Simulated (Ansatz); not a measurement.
## Si$_{2}$⁻, quartet: the ladder up to UCCSDT(Q)

Geometry: a point of a stretch scan, not a stationary point.

```yaml
atoms:
  - { symbol: Si, position_ang: [0.0000, 0.0000, 0.0000] }
  - { symbol: Si, position_ang: [0.0000, 0.0000, 2.5880] }
```

Basis aug-cc-pVTZ; Ansatz 0.2.0. Correlated methods freeze the noble-gas cores, which leaves 9 electrons in 90 orbitals. R marks a restricted (for open shells ROHF) determinant, U an unrestricted one. Active spaces: pair = (5e, 5o) about the gap; valence = (9e, 8o) chosen from the atoms' valence shells.

Full CI isn't at hand for all of this; UCCSDT(Q) serves as the reference, and is uncertain by the last step of the cluster series or more. The frozen core follows each run's orbitals, which can shift R against U totals by a few meV.

```
UHF ⟨S²⟩                            : 4.027
⟨S²⟩ of the determinant under UCCSD : 3.796
T1 diagnostic (RCCSD)               : 0.0252
largest doubles amplitude (RCCSD)   : 0.043
T1 diagnostic (UCCSD)               : 0.0245
```

```tsv
level	E − E(UCCSDT(Q)) (mEh)	share of correlation (%)	wall time
RHF	225.77	0.00	–
RMP2	45.61	79.80	–
UMP2	48.57	78.49	–
RCCSD	16.82	92.55	–
UCCSD	16.41	92.73	–
RCCSD(T)	3.15	98.61	15 s (H100)
UCCSD(T)	3.22	98.57	22 s (H100)
BCCD(T)	3.18	98.59	14 s (H100)
RCCSDT	1.20	99.47	–
UCCSDT	1.11	99.51	–
RCCSDT(Q)	0.06	99.97	40 s (H100)
CASSCF (pair space)	213.94	5.24	–
NEVPT2 (pair space)	45.73	79.74	12 s (H100)
CASSCF (valence space)	188.58	16.47	–
NEVPT2 (valence space)	44.31	80.37	12 s (H100)
```

The correlation energy at UCCSDT(Q), counted from RHF, is -6.143 eV. That run took 1.7 min on 2 threads of AMD EPYC 7R13 with a shared H100 80 GB, shared host.

Run but not shown, since their state, orbitals or frozen core can't be matched to the reference's or they repeat it: UHF.

Times hold each run's SCF and search for its determinant on a shared host, so for small cases they say little of a method's own cost. Some runs computed forces too.

Natural occupations of CASSCF (valence space) about the gap: 1.985 1.973 1.943 1.004 0.997 0.984 0.063 0.051; effectively unpaired electrons, Σ n²(2−n)², 3.04.
